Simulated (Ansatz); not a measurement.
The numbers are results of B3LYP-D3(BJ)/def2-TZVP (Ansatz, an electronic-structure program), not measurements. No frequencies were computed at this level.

Ansatz 0.2 input:
```yaml
crystal:
  periodic: [false, false, false]
  atoms:
    - { symbol: C, position_ang: [1.232529, -0.248697, -0.227655] }
    - { symbol: C, position_ang: [0.021066, 0.645253, -0.127866] }
    - { symbol: C, position_ang: [-1.24277, -0.065332, 0.289912] }
    - { symbol: O, position_ang: [0.059578, 1.825201, -0.361704] }
    - { symbol: H, position_ang: [2.048175, 0.274553, -0.719274] }
    - { symbol: H, position_ang: [1.548027, -0.52636, 0.776785] }
    - { symbol: H, position_ang: [0.992119, -1.159319, -0.770237] }
    - { symbol: H, position_ang: [-2.017667, 0.655827, 0.535315] }
    - { symbol: H, position_ang: [-1.053187, -0.714061, 1.141164] }
    - { symbol: H, position_ang: [-1.587767, -0.683966, -0.537014] }
basis:
  gaussian: { orbitals: def2-tzvp }
hamiltonian:
  xc: b3lyp
  dispersion: d3bj
relax:
  max_steps: 150
```

Output:

```
Functional definition: B3LYP
955 factors; their error is unknown
mean field evaluation 1: about -5248.5412 eV, gradient 6.9e1 eV
mean field evaluation 2: about -5243.0654 eV, gradient 8.5e1 eV
mean field evaluation 4: about -5258.2399 eV, gradient 4.4e0 eV
mean field evaluation 8: about -5258.2792 eV, gradient 3.3e-2 eV
mean field evaluation 16: about -5258.2671 eV, gradient 1.9e-5 eV
mean field -5258.26710544 eV, -193.2377519434 hartree, gradient 1.9e-5 eV, S^2 0.000000; 0 other end points of the search recorded, 0 dependent functions left out
reference -5258.26735085 eV, -193.2377609619 hartree; 16, 16 occupied and 144, 144 virtual orbitals, 955 factors
relax step   1: F+E_penalty+E_count = -5258.53875846 eV  Δ(F+E_penalty+E_count) = +0.000e0 eV  max|allowed force component| = 4.315e-1 eV/Å  Δτ_max = 0.0000 Å  (27 SCF iters, accepted)
these checks for a lower state are left out or cut short: starts, cluster_reference, orbital_swaps, neighbouring_geometries, increment
955 factors; their error is unknown
mean field -5258.27741568 eV, -193.2381308378 hartree, gradient 1.2e-5 eV, S^2 0.000000; 0 other end points of the search recorded, 0 dependent functions left out
reference -5258.27766141 eV, -193.2381398683 hartree; 16, 16 occupied and 144, 144 virtual orbitals, 955 factors
relax step   2: F+E_penalty+E_count = -5258.54778348 eV  Δ(F+E_penalty+E_count) = -9.025e-3 eV  max|allowed force component| = 1.198e-1 eV/Å  Δτ_max = 0.0255 Å  (31 SCF iters, accepted)
these checks for a lower state are left out or cut short: starts, cluster_reference, orbital_swaps, neighbouring_geometries, increment
955 factors; their error is unknown
mean field -5258.27906010 eV, -193.2381912692 hartree, gradient 1.2e-5 eV, S^2 0.000000; 0 other end points of the search recorded, 0 dependent functions left out
reference -5258.27930604 eV, -193.2382003073 hartree; 16, 16 occupied and 144, 144 virtual orbitals, 955 factors
relax step   3: F+E_penalty+E_count = -5258.54896302 eV  Δ(F+E_penalty+E_count) = -1.180e-3 eV  max|allowed force component| = 1.879e-2 eV/Å  Δτ_max = 0.0147 Å  (31 SCF iters, accepted)
these checks for a lower state are left out or cut short: starts, cluster_reference, orbital_swaps, neighbouring_geometries, increment
955 factors; their error is unknown
mean field evaluation 32: about -5258.2920 eV, gradient 5.5e-1 eV
mean field -5258.27916950 eV, -193.2381952896 hartree, gradient 1.2e-5 eV, S^2 0.000000; 0 other end points of the search recorded, 0 dependent functions left out
reference -5258.27941539 eV, -193.2382043257 hartree; 16, 16 occupied and 144, 144 virtual orbitals, 955 factors
relax step   4: F+E_penalty+E_count = -5258.54906946 eV  Δ(F+E_penalty+E_count) = -1.064e-4 eV  max|allowed force component| = 8.579e-3 eV/Å  Δτ_max = 0.0061 Å  (32 SCF iters, accepted)
these checks for a lower state are left out or cut short: starts, cluster_reference, orbital_swaps, neighbouring_geometries, increment
955 factors; their error is unknown
mean field -5258.27930055 eV, -193.2382001053 hartree, gradient 1.2e-5 eV, S^2 0.000000; 0 other end points of the search recorded, 0 dependent functions left out
reference -5258.27954641 eV, -193.2382091408 hartree; 16, 16 occupied and 144, 144 virtual orbitals, 955 factors
relax step   5: F+E_penalty+E_count = -5258.54922589 eV  Δ(F+E_penalty+E_count) = -1.564e-4 eV  max|allowed force component| = 2.859e-2 eV/Å  Δτ_max = 0.0176 Å  (31 SCF iters, accepted)
these checks for a lower state are left out or cut short: starts, cluster_reference, orbital_swaps, neighbouring_geometries, increment
955 factors; their error is unknown
mean field -5258.27927741 eV, -193.2381992552 hartree, gradient 1.2e-5 eV, S^2 0.000000; 0 other end points of the search recorded, 0 dependent functions left out
reference -5258.27952327 eV, -193.2382082903 hartree; 16, 16 occupied and 144, 144 virtual orbitals, 955 factors
relax step   6: F+E_penalty+E_count = -5258.54925037 eV  Δ(F+E_penalty+E_count) = -2.448e-5 eV  max|allowed force component| = 8.275e-2 eV/Å  Δτ_max = 0.0529 Å  (30 SCF iters, accepted)
these checks for a lower state are left out or cut short: starts, cluster_reference, orbital_swaps, neighbouring_geometries, increment
955 factors; their error is unknown
mean field -5258.27960733 eV, -193.2382113794 hartree, gradient 1.2e-5 eV, S^2 0.000000; 0 other end points of the search recorded, 0 dependent functions left out
reference -5258.27985328 eV, -193.2382204179 hartree; 16, 16 occupied and 144, 144 virtual orbitals, 955 factors
relax step   7: F+E_penalty+E_count = -5258.54956187 eV  Δ(F+E_penalty+E_count) = -3.115e-4 eV  max|allowed force component| = 4.952e-2 eV/Å  Δτ_max = 0.0085 Å  (32 SCF iters, accepted)
these checks for a lower state are left out or cut short: starts, cluster_reference, orbital_swaps, neighbouring_geometries, increment
955 factors; their error is unknown
mean field evaluation 64: about -5258.2798 eV, gradient 7.0e-3 eV
mean field -5258.27977518 eV, -193.2382175479 hartree, gradient 1.2e-5 eV, S^2 0.000000; 0 other end points of the search recorded, 0 dependent functions left out
reference -5258.28002118 eV, -193.2382265883 hartree; 16, 16 occupied and 144, 144 virtual orbitals, 955 factors
relax step   8: F+E_penalty+E_count = -5258.54972158 eV  Δ(F+E_penalty+E_count) = -1.597e-4 eV  max|allowed force component| = 4.128e-3 eV/Å  Δτ_max = 0.0116 Å  (31 SCF iters, accepted)
these checks for a lower state are left out or cut short: starts, cluster_reference, orbital_swaps, neighbouring_geometries, increment
955 factors; their error is unknown
mean field -5258.27987010 eV, -193.2382210359 hartree, gradient 1.2e-5 eV, S^2 0.000000; 0 other end points of the search recorded, 0 dependent functions left out
reference -5258.28011606 eV, -193.2382300750 hartree; 16, 16 occupied and 144, 144 virtual orbitals, 955 factors
relax step   9: F+E_penalty+E_count = -5258.54980496 eV  Δ(F+E_penalty+E_count) = -8.338e-5 eV  max|allowed force component| = 1.629e-2 eV/Å  Δτ_max = 0.0250 Å  (30 SCF iters, accepted)
these checks for a lower state are left out or cut short: starts, cluster_reference, orbital_swaps, neighbouring_geometries, increment
955 factors; their error is unknown
mean field -5258.27990619 eV, -193.2382223625 hartree, gradient 1.2e-5 eV, S^2 0.000000; 0 other end points of the search recorded, 0 dependent functions left out
reference -5258.28015209 eV, -193.2382313990 hartree; 16, 16 occupied and 144, 144 virtual orbitals, 955 factors
relax step  10: F+E_penalty+E_count = -5258.54984075 eV  Δ(F+E_penalty+E_count) = -3.579e-5 eV  max|allowed force component| = 2.169e-2 eV/Å  Δτ_max = 0.0157 Å  (31 SCF iters, accepted)
these checks for a lower state are left out or cut short: starts, cluster_reference, orbital_swaps, neighbouring_geometries, increment
955 factors; their error is unknown
mean field -5258.27993505 eV, -193.2382234228 hartree, gradient 1.2e-5 eV, S^2 0.000000; 0 other end points of the search recorded, 0 dependent functions left out
reference -5258.28018084 eV, -193.2382324557 hartree; 16, 16 occupied and 144, 144 virtual orbitals, 955 factors
relax step  11: F+E_penalty+E_count = -5258.54987601 eV  Δ(F+E_penalty+E_count) = -3.526e-5 eV  max|allowed force component| = 1.715e-2 eV/Å  Δτ_max = 0.0147 Å  (31 SCF iters, accepted)
these checks for a lower state are left out or cut short: starts, cluster_reference, orbital_swaps, neighbouring_geometries, increment
955 factors; their error is unknown
mean field -5258.27996958 eV, -193.2382246921 hartree, gradient 1.1e-5 eV, S^2 0.000000; 0 other end points of the search recorded, 0 dependent functions left out
reference -5258.28021524 eV, -193.2382337199 hartree; 16, 16 occupied and 144, 144 virtual orbitals, 955 factors
relax step  12: F+E_penalty+E_count = -5258.54991191 eV  Δ(F+E_penalty+E_count) = -3.590e-5 eV  max|allowed force component| = 8.978e-3 eV/Å  Δτ_max = 0.0175 Å  (31 SCF iters, accepted)
these checks for a lower state are left out or cut short: starts, cluster_reference, orbital_swaps, neighbouring_geometries, increment
955 factors; their error is unknown
mean field evaluation 96: about -5258.2917 eV, gradient 1.9e-3 eV
mean field -5258.27998690 eV, -193.2382253283 hartree, gradient 1.1e-5 eV, S^2 0.000000; 0 other end points of the search recorded, 0 dependent functions left out
reference -5258.28023244 eV, -193.2382343518 hartree; 16, 16 occupied and 144, 144 virtual orbitals, 955 factors
relax step  13: F+E_penalty+E_count = -5258.54992788 eV  Δ(F+E_penalty+E_count) = -1.597e-5 eV  max|allowed force component| = 1.215e-2 eV/Å  Δτ_max = 0.0165 Å  (31 SCF iters, accepted)
these checks for a lower state are left out or cut short: starts, cluster_reference, orbital_swaps, neighbouring_geometries, increment
955 factors; their error is unknown
mean field -5258.27835661 eV, -193.2381654163 hartree, gradient 1.2e-5 eV, S^2 0.000000; 0 other end points of the search recorded, 0 dependent functions left out
reference -5258.27860192 eV, -193.2381744314 hartree; 16, 16 occupied and 144, 144 virtual orbitals, 955 factors
relax step  14: F+E_penalty+E_count = -5258.54817451 eV  Δ(F+E_penalty+E_count) = +1.753e-3 eV  max|allowed force component| = 1.261e-1 eV/Å  Δτ_max = 0.1047 Å  (31 SCF iters, rejected (line search))
these checks for a lower state are left out or cut short: starts, cluster_reference, orbital_swaps, neighbouring_geometries, increment
955 factors; their error is unknown
mean field -5258.27982775 eV, -193.2382194797 hartree, gradient 1.1e-5 eV, S^2 0.000000; 0 other end points of the search recorded, 0 dependent functions left out
reference -5258.28007321 eV, -193.2382285003 hartree; 16, 16 occupied and 144, 144 virtual orbitals, 955 factors
relax step  15: F+E_penalty+E_count = -5258.54978359 eV  Δ(F+E_penalty+E_count) = +1.443e-4 eV  max|allowed force component| = 7.298e-2 eV/Å  Δτ_max = 0.0044 Å  (32 SCF iters, rejected (line search))
these checks for a lower state are left out or cut short: starts, cluster_reference, orbital_swaps, neighbouring_geometries, increment
955 factors; their error is unknown
mean field -5258.27998857 eV, -193.2382253896 hartree, gradient 1.1e-5 eV, S^2 0.000000; 0 other end points of the search recorded, 0 dependent functions left out
reference -5258.28023408 eV, -193.2382344122 hartree; 16, 16 occupied and 144, 144 virtual orbitals, 955 factors
relax step  16: F+E_penalty+E_count = -5258.54993487 eV  Δ(F+E_penalty+E_count) = -6.992e-6 eV  max|allowed force component| = 1.405e-3 eV/Å  Δτ_max = 0.0022 Å  (32 SCF iters, accepted)
955 factors; their error is unknown
mean field evaluation 128: about -5258.2800 eV, gradient 1.1e-5 eV
mean field -5258.27998857 eV, -193.2382253896 hartree, gradient 1.1e-5 eV, S^2 0.000000; 1 other end points of the search recorded, 0 dependent functions left out
reference -5258.28023408 eV, -193.2382344122 hartree; 16, 16 occupied and 144, 144 virtual orbitals, 955 factors
Total energy: -5258.55018039 eV, -193.2481547561 hartree
Atom 0 at     1.245267    -0.248270    -0.253928 Å, force     0.000154     0.000147    -0.000571 eV/Å
Atom 1 at     0.020495     0.630377    -0.125287 Å, force     0.000169     0.000085     0.001405 eV/Å
Atom 2 at    -1.254989    -0.054061     0.314423 Å, force    -0.000292     0.000053    -0.000413 eV/Å
Atom 3 at     0.058838     1.815216    -0.361472 Å, force    -0.000004    -0.000102     0.000262 eV/Å
Atom 4 at     2.086103     0.334542    -0.622274 Å, force    -0.000266    -0.000469    -0.000176 eV/Å
Atom 5 at     1.496628    -0.681390     0.717859 Å, force    -0.000677     0.000295    -0.000157 eV/Å
Atom 6 at     1.045969    -1.083023    -0.930454 Å, force     0.000707     0.000042    -0.000034 eV/Å
Atom 7 at    -2.052480     0.676875     0.424398 Å, force     0.000244    -0.000261    -0.000604 eV/Å
Atom 8 at    -1.099463    -0.580545     1.259295 Å, force     0.000582     0.000402    -0.000095 eV/Å
Atom 9 at    -1.546265    -0.806623    -0.423133 Å, force    -0.000616    -0.000192     0.000383 eV/Å
Dipole moment:    -0.019838    -0.611236     0.121651 e Å
```

Cost: around 50 core-seconds (rough).
